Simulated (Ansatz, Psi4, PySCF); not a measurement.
System: hydrogen chloride, HCl (charge 0, singlet). SMILES: Cl
Structure (B3LYP-D3(BJ)/def2-TZVP (Ansatz, a first-principles code) minimum search):
```
Cl
H 1 1.2820
```

Quantity: vertical triplet-singlet gap, E(triplet) - E(singlet), in eV. Set-up: non-relativistic; no spin-orbit coupling; each state is the SCF solution reached for its charge and spin; 6-311+G** with 5d, 6d on Na to Ar in Ansatz; six Cartesian d functions in 6-31G* and its kin unless marked 5d; open shells spin-unrestricted; frozen cores in correlated levels. First-principles rows: single points at B3LYP-D3(BJ) geometries (Ansatz). Levels can end on unlike triplets.

| level | program | vertical triplet-singlet gap, E(triplet) - E(singlet) (eV) |
|---|---|---|
| HF/6-31G* | Ansatz | 7.04 |
| HF/6-311+G** | Ansatz | 6.89 |
| PBE/6-31G* | Ansatz | 7.54 |
| PBE/6-311+G** | Ansatz | 7.30 |
| B3LYP/STO-3G | Ansatz | 10.49 |
| B3LYP/3-21G | Ansatz | 7.94 |
| B3LYP/6-31G* | Ansatz | 7.56 |
| B3LYP/6-311+G** | Ansatz | 7.34 |
| M06-2X/6-31G* (5d) | PySCF | 7.80 |
| wB97X-D/6-31G* | Psi4 | 7.77 |
| MP2/6-31G* | Ansatz | 7.63 |
| MP2/6-311+G** | Ansatz | 7.39 |
| PBE0/def2-TZVPD | Ansatz | 7.11 |
| wB97M-V/def2-TZVPD | Ansatz | 7.35 |

No value to compare with is used here. The 12 habitual levels span 6.89 (HF/6-311+G**) to 10.49 eV (B3LYP/STO-3G); wB97M-V/def2-TZVPD gives 7.35.

The levels are drawn from those run, B3LYP/6-31G* more often than the rest, none by its result; runs whose electronic state is in doubt are left out.
